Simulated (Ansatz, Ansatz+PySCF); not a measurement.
```yaml
atoms:
  - { symbol: C, position_ang: [0.0000, 0.0000, -0.7866] }
  - { symbol: C, position_ang: [0.0000, 0.5965, 0.4581] }
  - { symbol: C, position_ang: [0.0000, -0.5965, 0.4581] }
  - { symbol: H, position_ang: [0.8452, 0.0000, -1.3467] }
  - { symbol: H, position_ang: [-0.8452, 0.0000, -1.3467] }
  - { symbol: H, position_ang: [0.0000, 1.4625, 0.9581] }
  - { symbol: H, position_ang: [0.0000, -1.4625, 0.9581] }
```

RHF-MP2 on singlet C₃H₄ was run in several spherical basis sets with Ansatz (development build ahead of 0.2.0). Frozen core: 3 orbitals. Caution for RHF-MP2: no unrestricted run beside it, a lower state can exist.

**Question.** Rank the basis sets by the total energy that they give, lowest first, with the distance from the lowest.
A. cc-pVTZ
B. def2-SVP
C. def2-TZVP
D. cc-pVDZ
E. 6-31G(d)

**Answer.** A (0.00 eV), C (0.29 eV), D (3.72 eV), E (4.29 eV), B (6.00 eV).

Totals follow the description of the cores as much as that of the bonds, so this order isn't one of quality for chemistry.
